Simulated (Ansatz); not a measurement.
Structural energy differences of tungsten

Level of theory: Ansatz, DFT, PBEsol, plane waves (420 eV) with PAW, scalar-relativistic. (PAW data from PBE, frozen cores regenerated.)

Each structure is relaxed within its own symmetry, so a high-lying one may be dynamically unstable.

```
        structure  ΔE (meV/atom)  V (Å³/atom)                                    cell     magnetic state
              bcc              0        15.70                             a = 3.155 Å  spin not included
     beta-W (A15)             98        15.92                             a = 5.032 Å  spin not included
             dhcp            495        16.03  a = 2.762 Å, c = 9.705 Å (c/a = 3.514)  spin not included
              fcc            496        15.99                             a = 3.999 Å  spin not included
              hcp            516        16.05  a = 2.753 Å, c = 4.892 Å (c/a = 1.777)  spin not included
omega (AlB2-type)            555        16.07  a = 4.642 Å, c = 2.583 Å (c/a = 0.557)  spin not included
     simple cubic           1490        17.77                             a = 2.610 Å  spin not included
          diamond           2828        23.87                             a = 5.758 Å  spin not included
```

ΔE counts from bcc.

Differences under about 8 meV lie within the error of the k-point mesh.
